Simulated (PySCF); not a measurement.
# [BH4]-: core ionisation energies

Tetrahydroborate, BH4 (charge -1).
Z-matrix (Å and degrees, PBE0-D3(BJ)/def2-SVP geometry), rows numbered from 1:
```
B 
H   1  1.2525
H   1  1.2526  2  109.47
H   1  1.2524  2  109.44  3  -120.00
H   1  1.2525  2  109.46  3   120.00
```

Theory: PySCF, delta-SCF UKS SCAN, pcX-2 on the ionised atom, pcseg-1 elsewhere, spin-free X2C. Each binding energy is the total energy of the core-ionised species, with the hole localised on one atom, minus that of the ground state; both are solved self-consistently, so orbital relaxation is included.

Give the core binding energies atom by atom.

```csv
atom(s),bonded to,level,binding energy (eV),count
B1,4 H,B 1s,187.18,1
```

Which photon energy gives electrons from B 1s of B1 a kinetic energy of 50 eV, and what is their de Broglie wavelength?

hν = 187.18 + 50 = 237.18 eV, recoil neglected; λ = 12.264 Å/√(E/eV) = 1.73 Å.

The species carries charge -1, so core ionisation leaves a neutral species. The basis sets have no added diffuse functions. Isolated species at its PBE0-D3(BJ)/def2-SVP geometry, gas phase. The geometry's basis has no diffuse functions, a weakness for an anion.

Time: 0.91 s wall; peak memory 0.33 GiB. Hardware: Intel Xeon Platinum 8488C, one thread, on a shared host.
